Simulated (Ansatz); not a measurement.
# ClFO2S: harmonic frequencies at the relaxed geometry from a Python script

At which frequencies does ClFO2S vibrate? The task is harmonic frequencies at the relaxed geometry, for ClFO2S.

Program: Ansatz 0.2.0, driven from Python. Level of theory: PBE/6-31G*. These are calculated values, not measurements.

## 1. The structure

Bond lengths: O1–S2 1.446 Å, S2–O3 1.446 Å, S2–F4 1.589 Å, S2–Cl5 2.041 Å. Angles: O1–S2–O3 123.5°, O1–S2–F4 106.6°, O1–S2–Cl5 106.3°, O3–S2–F4 106.6°, O3–S2–Cl5 106.3°, F4–S2–Cl5 106.7°.

No structure file is read: the coordinates are typed or built in the script.

## 2. Script

Input file freq_clfo2s.py:

```python
"""Vibrations and zero-point energy of ClFO2S."""

import itertools

import ansatz as az
from ase.data import atomic_numbers, covalent_radii
import numpy as np

GEOMETRY = """
O    -0.48510   -0.93360   -1.11100
S    -0.14820   -0.09340    0.01720
O    -0.53890   -0.39010    1.37790
F    -0.71460    1.35470   -0.31130
Cl    1.88670    0.06250    0.02720
"""

clfo2s = az.Crystal.molecule()
for line in GEOMETRY.strip().splitlines():
    symbol, *xyz = line.split()
    clfo2s = clfo2s.atom(symbol, [float(v) for v in xyz])

calc = clfo2s.calculation()
calc = calc.basis(gaussian="6-31G*")
calc = calc.functional("pbe")
symbols = [site.symbol for site in clfo2s.cartesian_sites]
start = np.array([site.position_ang for site in clfo2s.cartesian_sites], dtype=float)
rep = calc.relax(force_tolerance=0.003).run(threads=1, pin="off").report
end = np.array(rep["positions_ang"])

# pairs closer than 1.2 times the sum of covalent radii, before or after
radius = [covalent_radii[atomic_numbers[s]] for s in symbols]
span = lambda where, i, j: np.linalg.norm(where[i] - where[j])
bonded = [(i, j) for i, j in itertools.combinations(range(len(symbols)), 2) if min(span(start, i, j), span(end, i, j)) < 1.2 * (radius[i] + radius[j])]
print("pair        before    after (A)")
for i, j in bonded:
    print(f"{symbols[i]}{i}-{symbols[j]}{j}".ljust(10), f"{span(start, i, j):8.4f} {span(end, i, j):8.4f}")
for first, second in list(itertools.combinations(bonded, 2)):
    shared = set(first) & set(second)
    if shared and symbols[(j := shared.pop())] != "H":
        i, k = sorted((set(first) | set(second)) - {j})
        u, v = end[i] - end[j], end[k] - end[j]
        angle = np.degrees(np.arccos(np.clip(u @ v / np.linalg.norm(u) / np.linalg.norm(v), -1, 1)))
        print(f"final angle {symbols[i]}{i}-{symbols[j]}{j}-{symbols[k]}{k}: {angle:.2f} deg")

# same settings at the minimum
minimum = az.Crystal.molecule()
for symbol, place in zip(symbols, end):
    minimum = minimum.atom(symbol, place.tolist())
vibrating = (
    minimum.calculation()
    .basis(gaussian="6-31G*")
    .functional("pbe")
    .phonons(temperatures=(200, 600, 100))
)
vib = vibrating.run(threads=1, pin="off").report["vibrations"]
sums = vib["harmonic_sums"]
modes = [m["omega_inv_cm"] for m in sums["modes_at_gamma"] if m["rigid_motion"] == "no"]
for number, w in enumerate(modes, start=1):
    print(f"mode {number:2d} {w:9.1f} 1/cm {w / 8065.544 * 1000:8.2f} meV")
print("imaginary modes:", sum(w < 0 for w in modes), " zero-point energy:", round(sums["zero_point_energy_ev"], 4), "eV")
print("T (K)   F_vib (eV)   S_vib (meV/K)   C_vib (meV/K)")
for row in zip(sums["temperatures_k"], sums["vibrational_free_energy_ev"], vib["entropy_ev_per_k"], vib["heat_capacity_ev_per_k"]):
    print(f"{row[0]:6.1f} {row[1]:11.4f} {1000 * row[2]:13.4f} {1000 * row[3]:15.4f}")
```

## 3. Running it

Started as:

```bash
> python freq_clfo2s.py
```

**Question.** What results will this script give? Wanted: moves of the relaxation of run 1; energy gained in run 1; last largest force component of run 1; highest frequency; imaginary modes; zero-point energy.

**Answer**, as computed:

| quantity | value |
| --- | --- |
| runs compared | 2 |
| moves of the relaxation of run 1 | 5 |
| energy gained in run 1 | 0.119 eV |
| last largest force component of run 1 | 0.0015 eV/Å |
| highest frequency | 1384 cm⁻¹ |
| imaginary modes | 0 |
| zero-point energy | 0.347 eV |

**Reading.** Run 1: The relaxation took 5 moves; the largest shift is 0.115 Å, of atom 4 (F). All frequencies are real, so the geometry is a minimum. The values are harmonic; measured fundamentals also hold anharmonic shifts, mostly downward for stretches. The frequencies are harmonic and unscaled, in a modest basis.
